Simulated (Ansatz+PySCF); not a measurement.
The numbers below are computed, except where a source is named.
Input for Ansatz (development build ahead of 0.2.0):

```yaml
crystal:
  periodic: [false, false, false]
  atoms:
    - { symbol: S, position_ang: [0.0, 0.0, -0.26005] }
    - { symbol: H, position_ang: [0.0, 2.42881, 2.08037] }
    - { symbol: H, position_ang: [0.0, -2.42881, 2.08037] }
basis:
  gaussian: { orbitals: "6-31G" }
hamiltonian:
  xc: pbe0
scf:
  omitted_lower_state_checks: [starts, atomic_configurations, cluster_reference, orbital_swaps, given_window_search, neighbouring_geometries, increment]
output:
  forces: true
```

The input is written out in the form of the current development build from the run's settings.

Output:

```yaml
Converged: yes
Total_energy: -398.81307 hartree
Spin_squared_of_the_determinant: 0.000
Stability_test: minimum among restricted orbitals
```

Forces (eV/Å):
```tsv
atom	Fx	Fy	Fz
S1	0.000	0.000	1.656
H2	0.000	-0.866	-0.828
H3	0.000	0.866	-0.828
```

Caution: charge can spread falsely over distant fragments; an unrestricted determinant lies well below.
